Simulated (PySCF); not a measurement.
Which basis set comes closest?

Molecule: SMILES FC(C#C)(F)F, C₃HF₃.

Geometry (Å), atoms numbered from 1 in this order:
```xyz
7

C     1.6287    0.5679   -0.2285
C     0.5164    0.1654    0.0104
C    -0.8381   -0.3221    0.3017
F    -1.0688   -1.4844   -0.3060
F    -1.7566    0.5466   -0.1154
F    -1.0100   -0.5026    1.6096
H     2.6202    0.9271   -0.4408
```

Geometry PBE0-D3(BJ)/def2-SVP throughout; GIAO in PySCF 2.14, gas phase, one conformer, non-relativistic; equivalent atoms averaged; functional PBE0.

Reference values (measured; G. Saielli, R. Bini, A. Bagno, Computational 19F NMR. 2. Organic compounds, RSC Adv. 2014, ESI (exp. from Berger-Braun-Kalinowski 1994 and Everett 1995)): δ(F4/F5/F6) = -52.1 ppm vs CFCl3. Computed shifts are taken against CFCl3, calculated as an isolated molecule at each level.

**Question.** How do the basis sets STO-3G, 6-31G, pcSseg-0, 6-31G*, def2-SVP, cc-pVDZ, pcSseg-1, aug-cc-pVDZ, 6-311+G(2d,p), def2-TZVP, cc-pVTZ, IGLO-III, pcSseg-2 perform against the reference? Times are CPU seconds on shared hosts with different chips, so compare them loosely.

**Answer.** 
```
    basis set  functions  F4/F5/F6  abs. error F  core-s
       STO-3G         31     -84.1          32.0       3
        6-31G         56     -74.9          22.8     5.5
     pcSseg-0         56     -70.8          18.7     2.8
       6-31G*         86     -66.5          14.4     8.3
     def2-SVP         89     -50.9           1.2       8
      cc-pVDZ         89     -61.7           9.6     4.8
     pcSseg-1        107     -63.6          11.5       7
  aug-cc-pVDZ        147     -57.7           5.6     9.2
6-311+G(2d,p)        168     -61.7           9.6      19
    def2-TZVP        192     -59.3           7.2      24
      cc-pVTZ        194     -60.3           8.2      13
     IGLO-III        220     -60.3           8.2      14
     pcSseg-2        230     -61.1           9.0      31
```

For ¹⁹F the closest is def2-SVP (1.2 ppm) and the furthest STO-3G (32.0 ppm). Where a smaller basis beats a larger one, errors probably cancel; the largest sets show where the functional converges. One molecule is a small sample, and vibrational and solvent effects are absent from the calculation.

A small basis that lands close on one nucleus may do so by chance; judge by the trend and by all nuclei.
